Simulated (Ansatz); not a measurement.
# A geometry optimisation of CH4F2N2 with PBE0-D3(BJ)/def2-SVP

The starting geometry of this gas-phase singlet is a saddle point at PBE0-D3(BJ)/def2-SVP, pushed by 0.25 Å along its imaginary mode; its bonds are those of `NC(N)(F)F`.

```xyz
9

C    -0.8754    1.0522    0.1356
F     0.0389    0.1865    0.6114
F    -0.4201    2.3176    0.2825
N    -2.0217    0.8906    0.9648
N    -0.9739    0.8562   -1.2726
H    -2.8645    1.3860    0.5515
H    -2.2341   -0.1111    1.1165
H    -1.4316    1.6827   -1.7353
H    -1.5191   -0.0196   -1.4918
```

**Question.** Where would you expect an optimisation with PBE0-D3(BJ)/def2-SVP to take it?

**Answer.** It keeps its bonds, and is `NC(N)(F)F`.

The energy falls by 0.51 eV over 28 steps:

| step | E − E(last) (eV) |
| --- | --- |
| 1 | 0.508 |
| 4 | 0.392 |
| 7 | 0.389 |
| 10 | 0.379 |
| 13 | 0.360 |
| 16 | 0.344 |
| 19 | 0.343 |
| 22 | 0.312 |
| 25 | 0.005 |
| 28 | 0.000 |

Final geometry (Å):

```yaml
atoms:
  - { symbol: C, position_ang: [-1.0608, 1.0030, 0.0481] }
  - { symbol: F, position_ang: [0.0135, 0.1934, 0.3158] }
  - { symbol: F, position_ang: [-0.6408, 2.2390, 0.4692] }
  - { symbol: N, position_ang: [-2.1512, 0.4952, 0.7675] }
  - { symbol: N, position_ang: [-1.3671, 1.1123, -1.3153] }
  - { symbol: H, position_ang: [-2.9628, 1.0960, 0.6638] }
  - { symbol: H, position_ang: [-1.9191, 0.3737, 1.7490] }
  - { symbol: H, position_ang: [-0.5947, 1.5205, -1.8336] }
  - { symbol: H, position_ang: [-1.6187, 0.2081, -1.7019] }
```

Frequencies at the end are all real (lowest 304 cm⁻¹). Run with Ansatz 0.2.0, 92 s on 1 thread of Arm Neoverse V1, on a shared host.
